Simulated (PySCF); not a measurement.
# Working out the ionisation energy of B

B [He] 2s2 2p1 (2P) → B+ [He] 2s2 (1S). Computed with PySCF 2.14 in dyall-av3z, with the spin-free X2C one-electron Hamiltonian (Gaussian nucleus). Frozen: 1s2; the 13 highest virtual orbitals dropped. Energies in hartree (1 hartree = 27.21139 eV):

| part | B (lower) | B+ (upper) |
| --- | --- | --- |
| UHF | -24.539837 | -24.244394 |
| MP2 opposite-spin | -0.042568 | -0.037662 |
| MP2 same-spin | -0.003360 | 0.000000 |

Question: What does Hartree-Fock give?

Answer: (-24.244394) − (-24.539837) = 0.295443 hartree = 8.039 eV.

Question: What do MP2 and SCS-MP2 (6/5 opposite-spin, 1/3 same-spin) give?

Answer: The opposite-spin parts differ by 0.133 eV and the same-spin parts by 0.091 eV. MP2: 8.039 + (0.133) + (0.091) = 8.263 eV. SCS-MP2: 8.039 + 1.2 × (0.133) + (0.091)/3 = 8.229 eV.

Measured between the centres of the two terms (NIST): 8.297 eV, so MP2 (valence) is off by -0.034 eV.

What remains against the reference includes basis incompleteness, the frozen core and correlation beyond second order.
